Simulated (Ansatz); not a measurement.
# What a trial cell of TlO₂ relaxes into

Computed with DFT PBE, scalar-relativistic, plane waves, PAW (Ansatz 0.2.0). Cutoff 420 eV, Γ-centred k mesh, Gaussian smearing, no spin polarisation in the final step.

TlO₂ was placed on the sites of a reported TbCd2 cell (P6/mmm, No. 191), with Tl in place of Tb, O in place of Cd, at a guessed volume.

```
CELL_PARAMETERS angstrom
4.06443 0.00000 0.00000
-2.03222 3.51990 0.00000
0.00000 0.00000 2.85878
ATOMIC_POSITIONS crystal
Tl 0.00000 0.00000 0.00000
O 0.33333 0.66667 0.50000
O 0.66667 0.33333 0.50000
```

Steps on the 6×6×6 mesh (3 atoms). 9 of 11 steps are shown, and the free energy counts from the last. Trial steps that were taken back and renewals of the plane-wave basis can be among the rows.

| step | ΔF (meV/atom) | V (Å³/atom) | P (GPa) |
| --- | --- | --- | --- |
| 1 | 197.4 | 13.63 | -4.82 |
| 2 | 65.2 | 13.20 | -2.22 |
| 3 | 17.1 | 12.76 | 3.00 |
| 4 | 23.6 | 13.61 | -3.58 |
| 5 | 14.4 | 13.14 | -0.11 |
| 6 | 2.7 | 13.14 | 0.86 |
| 7 | 1.1 | 13.26 | 0.42 |
| 9 | 0.1 | 13.32 | 0.17 |
| 11 | 0.0 | 13.36 | 0.02 |

A final relaxation ran on a 12×12×14 mesh. The relaxed crystal, P6/mmm (No. 191):

Space group P6/mmm (No. 191). a = 3.761 Å, b = 3.761 Å, c = 3.266 Å, α = 90.00°, β = 90.00°, γ = 120.00°
```json
{"atom": "Tl", "site": "1a", "symmetry": "6/mmm", "x": "0.0000", "y": "0.0000", "z": "0.0000"}
{"atom": "O", "site": "2d", "symmetry": "-6m2", "x": "0.3333", "y": "0.6667", "z": "0.5000"}
```

```yaml
Volume_per_atom: 13.33 Å³
Density: 9.81 g/cm³
Energy_over_the_elements: 0.55 eV/atom
Gap_on_the_12×12×14_mesh: 0 eV (a metal)
```

Formation energies are uncorrected and refer to the elements' standard structures at the same level (O₂ as a molecule).

The final run used a 12×12×14 mesh on its 3-atom cell and 0.10 eV smearing. For metals, differences of a few meV/atom aren't resolved. Spin–orbit coupling is left out.

Symmetry constrained the relaxation, so the result can be a saddle point.

Cost: 3 runs of about 0.31 core-minutes in all, on Intel Xeon 6975P-C (Granite Rapids) (shared hosts).